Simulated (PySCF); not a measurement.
Ar: ionisation energy

Ar [Ar] (1S) → Ar+ [Ne] 3s2 3p5 (2P), as a difference of total energies. Computed with PySCF 2.14 in 6-31G*, with the non-relativistic Hamiltonian (point nucleus). Correlated levels: valence: [Ne] frozen. The calculations carry no spin-orbit coupling.

| method | ionisation energy (eV) |
| --- | --- |
| UHF | 14.659 |
| M06-L | 15.926 |
| MP2 (valence) | 15.342 |
| CCSD (valence) | 15.215 |
| CCSD(T) (valence) | 15.223 |

Task: Estimate what MN15 gives.

Result: 15.812 eV, closest to M06-L among the rows shown.

Task: Estimate what SCS-MP2 (valence) gives.

Result: 15.261 eV, closest to CCSD(T) (valence) among the rows shown.

Errors of the correlated levels include the incompleteness of this basis and the frozen core.

For comparison: 15.819 eV (measured; NIST levels, between the centres of gravity of the two terms).
